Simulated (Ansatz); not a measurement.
We consider hcp Re, described by BLYP (Ansatz, a program for electronic structure, PAW).

Run with plane-wave cutoff 520 eV, 24×24×12 k mesh (along the axes of the cell as run), Fermi–Dirac smearing 0.05 eV, no spin polarisation, scalar-relativistic PAW data made under PBE.

Cell (relaxed at this level):

Re is taken in the hexagonal space group P6₃/mmc (No. 194), the hcp (Mg type) structure, Pearson symbol hP2. Conventional cell: a = b = 2.8133 Å, c = 4.5303 Å, α = β = 90.00°, γ = 120.00°. Re on 2c is coordinated by 12 Re at 2.787–2.813 Å (anticuboctahedral). (Neighbours: up to the widest gap in distance over summed covalent radii, below 1.35, at either atom.)

Q: Estimate the bulk modulus and pressure derivative B′ of the bulk modulus that the calculation returns.

A: 
- bulk modulus: 324 GPa
- pressure derivative B′ of the bulk modulus: 4.6

The run finds no gap.

Measured, for comparison: bulk modulus 369 GPa (zero-point energy and finite temperature contributions removed, our sources range from 369 to 381; as tabulated in doi:10.1021/acs.jctc.3c00612). Computed (rounded) less measured: bulk modulus -12 % (-12 % to -15 % over the range).

Note: the bulk modulus comes from volumes at which shape and atoms were relaxed.

Spin–orbit coupling is not included.
